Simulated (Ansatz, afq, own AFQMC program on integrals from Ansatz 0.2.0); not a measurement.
# GaBr⁻, doublet: AFQMC among the cluster methods

```xyz
2

Ga    0.0000    0.0000    0.0000
Br    0.0000    0.0000    2.4158
```

Basis aug-cc-pVDZ. Noble-gas cores (and the filled d shells of Ga–Kr and In–Xe) are frozen. AFQMC by an in-house program on the Cholesky factors that Ansatz 0.2.0 writes for its CCSD(T) run. ph-AFQMC/CISD is guided by a CISD state made of CCSD amplitudes; releasing the constraint for a short imaginary time cuts its bias at the price of noise, slowly where states lie close. Free projection: walkers drawn from exp(T), propagated without any constraint. Its projection time is finite, and what remains of the start isn't in its error. ± is one standard error of the sampling. No spin–orbit coupling.

Determinant: UHF, the one that the program's search chose, which needn't be the lowest solution. The geometry is a PBE0/def2-TZVPD stationary point of this or a neighbouring charge and spin state.

No full CI on the walks' own integrals is used here; CCSDT(Q) serves as the reference and is uncertain by about the last step of the cluster series.

Cautions: no relativity below Rb; no spin-orbit coupling; inner d shell frozen.

```
T1 diagnostic                               : 0.0152
weight of the determinant in the CISD state : 0.874
⟨S²⟩ of the determinant                     : 0.765
size of the correlated space                : 11 electrons in 44 orbitals
```

```csv
level,correlation energy (eV)
MP2,-4.6685
CCSD,-5.2734
CCSD(T),-5.4337
```

(1) Estimate where phaseless AFQMC with a CISD trial lies against CCSD(T) on the same integrals.

(1) 0.70 ± 0.34 mEh below CCSD(T).

Reference: CCSDT(Q), correlation energy -5.466 eV. The released energy is read at 2.40 1/Eh (meV from the phaseless value at times in 1/Eh: -13 ± 10 at 0.24, -6 ± 9 at 0.51, -16 ± 11 at 0.99, -6 ± 13 at 1.62, -5 ± 13 at 2.40).

```json
{"level": "CCSD(T)", "E − E(reference) (mEh)": "1.18", "share of correlation (%)": "99.41"}
{"level": "CCSDT", "E − E(reference) (mEh)": "0.42", "share of correlation (%)": "99.79"}
{"level": "ph-AFQMC/HF", "E − E(reference) (mEh)": "0.39 ± 1.65", "share of correlation (%)": "99.81"}
{"level": "ph-AFQMC/CISD", "E − E(reference) (mEh)": "0.47 ± 0.34", "share of correlation (%)": "99.76"}
{"level": "released AFQMC", "E − E(reference) (mEh)": "0.30 ± 0.47", "share of correlation (%)": "99.85"}
{"level": "free AFQMC", "E − E(reference) (mEh)": "0.16 ± 0.37", "share of correlation (%)": "99.92"}
```

Free projections are given only where their last times agree within the noise and don't stop above the reference; a slow remainder of the start can still hide under it. A walk keeps the symmetry of its determinant, which the program's search chose and which needn't be the lowest solution, so a lower state of the same spin and another symmetry isn't excluded. Released energies are given only where the last usable release times agree within the noise; a slower fall can still hide under it.
